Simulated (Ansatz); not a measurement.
# What a trial cell of Zn₂Ga relaxes into

Computed with Ansatz, DFT PBE, scalar-relativistic, plane waves, PAW.

Zn₂Ga was placed on the CaC2 structure type (I4/mmm, No. 139), with Ga in place of Ca, Zn in place of C, at a guessed volume.

The final relaxation ran on this input, with the default PAW datasets:

```yaml
crystal:
  lattice:
    - [-1.8231277269, 1.8231277269, 3.7924935611]
    - [1.8231277269, -1.8231277269, 3.7924935611]
    - [1.8231277269, 1.8231277269, -3.7924935611]
  atoms:
    - { symbol: Zn, position: [0.6651996459, 0.6651996459, 0.0] }
    - { symbol: Zn, position: [0.3348003541, 0.3348003541, 0.0] }
    - { symbol: Ga, position: [0.0, 0.0, 0.0] }
basis:
  ecutwfc: 420
kpoints:
  mp_grid: { grid: [18, 18, 18] }
hamiltonian:
  xc: pbe
scf:
  occupations: { method: gaussian, width: 0.1 }
output:
  forces: true
  stress: true
  eigenvalues: true
relax:
  adjacent_minimum: "off"
  f_tol: 0.01
  max_steps: 80
  cell: { stress_tol: 0.05 }
```

Launched as:

```bash
ansatz run input.yaml --threads 1 --pin off --max-ram 2560MiB --backend cpu --events-out ev --progress --plain --runs-dir out
```

The run took 2.4 min on 1 thread of Arm Neoverse V2, on a shared host, peak memory 0.71 GiB.

End of the output:

```
SCF converged after 7 iterations
Free energy (F): -10420.959348 eV
Harris-Foulkes:  -10420.959348 eV  (|F-HF|=1.82e-12)
Internal energy: -10420.954695 eV  (E = F + TS)
E sigma→0 (E₀):  -10420.957022 eV
Entropy (-TS):   -0.004652 eV (-1.551 meV/atom)
Fermi energy:    10.284478 eV
--- Per-component energies (eV) ---
  E_band       = 49.861455
  E_kinetic    = 376.784222
  E_local      = -4949.900039  (includes V_loc(G=0)·N_el)
  E_nonlocal   = 1644.206998
  E_hartree    = 2166.536342
  E_xc         = -344.397795
  E_vxc        = -162.918618  (∫ρ·V_xc dr)
  E_paw        = -5636.444729  (= ΣΔE_a)
  E_vpaw       = -1191.382937  (= ΣTr[D̂ρ^β])
  E_aug_tail   = -0.000854  (compensation charges beyond the density's cutoff)
  E_ewald      = -3677.738841
  E_smearing   = -0.004652  (= −TS)
  E_closure    = 0.000000  (closes the sum)
  Σ components = -10420.959348   (vs F -10420.959348, Δ=0.00e0)
--- Forces (eV/Å), atoms counted from 1 ---
  atom   1  Zn     0.00000000     0.00000000     0.00104387
  atom   2  Zn     0.00000000     0.00000000    -0.00104387
  atom   3  Ga     0.00000000     0.00000000     0.00000000
  max |Σ_I F_I| component: 1.73e-18 eV/Å
--- Stress (GPa, compression-positive) ---
        0.015889       0.000000       0.000000
        0.000000       0.015889       0.000000
        0.000000       0.000000       0.020316
  P = ⅓ Tr σ = 0.0174 GPa (0.174 kbar)
--- Relaxed structure (4 steps of the walk, 4 accepted, 1 SCFs on fresh bases) ---
  F+E_penalty+E_count = -10420.95934790 eV   max|allowed force component| = 1.044e-3 eV/Å   (the final SCF, on the basis selected at the relaxed cell)
  cell:  # Å, volume = 50.2245 Å³
    - [-1.825449, 1.825449, 3.768047]
    - [1.825449, -1.825449, 3.768047]
    - [1.825449, 1.825449, -3.768047]
  atoms:
    - { symbol: Zn, position: [0.665507, 0.665507, 0.000000] }
    - { symbol: Zn, position: [0.334493, 0.334493, 0.000000] }
    - { symbol: Ga, position: [0.000000, 0.000000, 0.000000] }
```

Absolute energies hang on the potentials; compare differences alone.

The result has space group I4/mmm (No. 139). Zn is coordinated by 1 Zn at 2.49 Å, 1 Ga at 2.52 Å, 4 Ga at 2.87 Å and 4 Zn at 2.88 Å; Ga is coordinated by 2 Zn at 2.52 Å and 8 Zn at 2.87 Å.

Against the elements it lies at 0.04 eV/atom. Formation energies are uncorrected and refer to the elements' standard structures at the same level.

For metals, differences of a few meV/atom aren't resolved.

A structure relaxed within its symmetry needn't be a true minimum.